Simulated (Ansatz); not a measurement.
Structure relaxation of Br

All numbers below come from DFT r2SCAN, scalar-relativistic, plane waves, PAW (Ansatz). Cutoff 500 eV, Γ-centred k mesh, Gaussian smearing, no spin polarisation in the final step.

Br was placed on the graphite structure type (P6_3/mmc, No. 194), at a guessed volume.

```yaml
crystal:
  lattice:
    - [3.86879, 0.00000, 0.00000]
    - [-1.93440, 3.35047, 0.00000]
    - [0.00000, 0.00000, 10.53695]
  atoms:
    - { symbol: Br, position: [0.00000, 0.00000, 0.25000] }
    - { symbol: Br, position: [0.00000, 0.00000, 0.75000] }
    - { symbol: Br, position: [0.33333, 0.66667, 0.75000] }
    - { symbol: Br, position: [0.66667, 0.33333, 0.25000] }
```

Cell and atoms relax at zero pressure; the relaxation can't lower the symmetry of the start. After a coarse first stage the cell is made exact in the group found at 0.06 Å.

Energies count from the standard state of Br at the same level.

**Question.** Which crystal results?

**Answer.** It keeps P6_3/mmc (No. 194), but not the shape of the type it started on. Conventional cell: a = 4.889 Å, c = 7.878 Å. Around Br on Wyckoff site b (2 atoms of the primitive cell) lie 3 Br at 2.82 Å; Br on Wyckoff site d (2 atoms of the primitive cell) has 3 Br at 2.82 Å.

Space group P6_3/mmc (No. 194). a = 4.889 Å, b = 4.889 Å, c = 7.878 Å, α = 90.00°, β = 90.00°, γ = 120.00°
```
atom site symmetry x y z
  Br    2b      -6m2  0.0000  0.0000  0.2500
  Br    2d      -6m2  0.3333  0.6667  0.7500
```

**Question.** What are its volume, energy, density and gap?

**Answer.** The volume per atom is 40.8 Å³ and the density is 3.3 g/cm³. The energy over the standard structure is 0.47 eV/atom and the gap on the 12×12×6 mesh is 0 eV (a metal).

The final run used a 12×12×6 mesh on its 4-atom cell and 0.10 eV smearing. For metals, differences of a few meV/atom aren't resolved. No dispersion correction is applied, so the spacing between layers, chains or molecules is poorly fixed, and with it the volume and density. Symmetry constrained the relaxation, so the result can be a saddle point.

This form isn't the element's structure at ambient conditions.